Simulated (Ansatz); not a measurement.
Input file:

```yaml
crystal:
  periodic: [false, false, false]
  atoms:
    - {symbol: H, position_ang: [0.000000, 0.000000, -1.323000]}
    - {symbol: H, position_ang: [0.000000, 0.000000, -0.233000]}
    - {symbol: Br, position_ang: [0.000000, 0.000000, 1.556000]}
basis:
  gaussian: {orbitals: cc-pVTZ}
magnetization: {spin_polarized: true, initial_magnetization: 1}
hamiltonian: {xc: {name: wB97M-V}}
output: {forces: true, orbitals: {seedname: orbitals}}
```

```sh
$ ansatz run in.yaml --threads 1 --pin off --events-out ev --progress --plain --max-ram 2393MiB
```

Q: Roughly how long does this take on 1 thread of Arm Neoverse V1, shared host, and how much host memory?

A: 16 s wall and 0.24 GiB.

```
  # Of w^i u^j: cxij and so on, Table III.
  gx(w, u) = 1 - cx + cx01*u + cx10*w
  gss(w, u) = css00 + css04*u^4 + css10*w + css20*w^2 + css43*w^4*u^3
  gos(w, u) = cos00 + cos10*w + (cos20 + cos21*u)*w^2 + (cos60 + cos61*u)*w^6
      + integral(e_c_pw_mod_opposite_spin*gos(b97_w_opposite, b97_u_opposite)) + vv10(b, c)
516 factors; their error is unknown
93 factors; integrals over basis functions are off by at most 4.8e-5 eV
mean field evaluation 1: about -70072.7427 eV, gradient 5.8e0 eV
mean field evaluation 2: about -70073.0312 eV, gradient 3.0e0 eV
mean field evaluation 4: about -70073.0967 eV, gradient 4.3e-1 eV
mean field evaluation 8: about -70073.2334 eV, gradient 1.7e-1 eV
mean field evaluation 16: about -70073.2335 eV, gradient 5.6e-5 eV
mean field -70073.23351957 eV, -2575.1438345005 hartree, gradient 6.4e-6 eV, S^2 0.767507; 1 other end points of the search recorded, 0 dependent functions left out
the calculation of the forces begins
reference -70073.23354966 eV, -2575.1438356065 hartree; 19, 18 occupied and 52, 53 virtual orbitals, 516 factors
Total energy: -70073.23354966 eV, -2575.1438356065 hartree
Atom 0 at     0.000000     0.000000    -1.323000 Å, force     0.000000     0.000000     2.472201 eV/Å
Atom 1 at     0.000000     0.000000    -0.233000 Å, force    -0.000000    -0.000000    -1.644530 eV/Å
Atom 2 at     0.000000     0.000000     1.556000 Å, force     0.000000    -0.000000    -0.827672 eV/Å
Dipole moment:    -0.000000    -0.000000    -0.251072 e Å
```

Forces (eV/Å):
```
H    0.000  0.000  2.472
H    0.000  0.000 -1.645
Br   0.000  0.000 -0.828
```
